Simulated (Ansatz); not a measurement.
Relaxation of BClFH₂ (5 atoms, charge 0, multiplicity 2), to a largest force component of 0.03 eV/Å in at most 50 steps.

Method: UHF/def2-SVP in Ansatz.

```xyz
5
Properties=species:S:1:pos:R:3
B 0.000 0.000 -0.360
F 0.000 0.000 2.184
H 1.063 0.000 -0.914
H -1.063 0.000 -0.914
Cl 0.000 0.000 3.755
```

Question: Where does it end, and by what steps?

Answer: The run converged. The force dipped under the threshold on the way, but the program's further checks kept it going. After 10 steps the energy has fallen by 0.310 eV; Cl5 moved furthest, 1.31 Å.

```json
{"step": "0", "energy less start (eV)": "0.0000", "largest force component (eV/Å)": "2.145", "accepted": "yes"}
{"step": "1", "energy less start (eV)": "-0.1904", "largest force component (eV/Å)": "1.029", "accepted": "yes"}
{"step": "2", "energy less start (eV)": "-0.2642", "largest force component (eV/Å)": "0.281", "accepted": "yes"}
{"step": "3", "energy less start (eV)": "-0.2915", "largest force component (eV/Å)": "0.071", "accepted": "yes"}
{"step": "4", "energy less start (eV)": "-0.2768", "largest force component (eV/Å)": "0.699", "accepted": "no"}
{"step": "5", "energy less start (eV)": "-0.2964", "largest force component (eV/Å)": "0.057", "accepted": "yes"}
{"step": "6", "energy less start (eV)": "-0.3017", "largest force component (eV/Å)": "0.039", "accepted": "yes"}
{"step": "7", "energy less start (eV)": "-0.3042", "largest force component (eV/Å)": "0.012", "accepted": "yes"}
{"step": "8", "energy less start (eV)": "-0.3072", "largest force component (eV/Å)": "0.008", "accepted": "yes"}
{"step": "9", "energy less start (eV)": "-0.3086", "largest force component (eV/Å)": "0.003", "accepted": "yes"}
{"step": "10", "energy less start (eV)": "-0.3099", "largest force component (eV/Å)": "0.004", "accepted": "yes"}
```

```xyz
5
Properties=species:S:1:pos:R:3
B 0.000 0.000 -1.237
F 0.000 0.000 3.452
H 1.071 0.000 -1.766
H -1.071 0.000 -1.766
Cl 0.000 0.000 5.066
```

Whether the end is a true minimum wasn't checked by a vibrational analysis.

Run time: 7.5 s on 1 thread of Arm Neoverse V2, with other jobs on the host, peak memory 0.12 GiB.
